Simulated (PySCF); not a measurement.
Input of a run (CAM-B3LYP/def2-TZVP geometry optimisation, gas phase (PySCF 2.14.0)), started from GFN2-xTB:
```
{"job": {"xc": "CAM-B3LYP", "basis": "def2-TZVP", "grid": 1, "kind": "geom"}, "charge": 0, "multiplicity": 1}
C     -0.114941     0.005328     0.002935
S      1.483938    -0.052156     0.134838
H     -0.612125     0.819079    -0.508706
H     -0.746638    -0.767478     0.421236
```

Output (energies in Eh, forces in Eh/bohr):
```
step   0  E = -437.47397782  max force = 0.012645
step   1  E = -437.47398245  max force = 0.003665
step   2  E = -437.47407481  max force = 0.001619
step   3  E = -437.47409195  max force = 0.000622
step   4  E = -437.47409479  max force = 0.000439
optimisation converged
```

Problem. Summarise the run.

Solution. The energy falls by 0.07 kcal/mol over 5 energy and gradient evaluations, the largest force component goes from 0.0126 to 4.4e-04 Eh/bohr, and the atoms move by 0.006 Å rms after alignment. The bond that changes most is C1=S2 (thiocarbonyl carbon to thiocarbonyl sulfur), which shortens by 0.010 Å. Bonds longer at the end by more than 0.005 Å: 2 of 3; shorter: 1. The energy never rose by more than 1e-6 Eh on the way. The first step brought 4 % of the lowering.

Problem. What are the final bond lengths?

Solution. C1=S2 1.596 Å, C1–H3 1.087 Å, C1–H4 1.087 Å. Numbering counts from 1 in the input's order; the species is thioformaldehyde (`C=S`).

The run used 80 basis functions and 34 SCF cycles in all. The run took 4.9 s of wall time on Arm Neoverse V1, one thread, shared host, and the process peaked at 0.36 GiB of memory.

No CAM-B3LYP/def2-TZVP frequencies stand behind this structure, so it isn't proved a minimum.
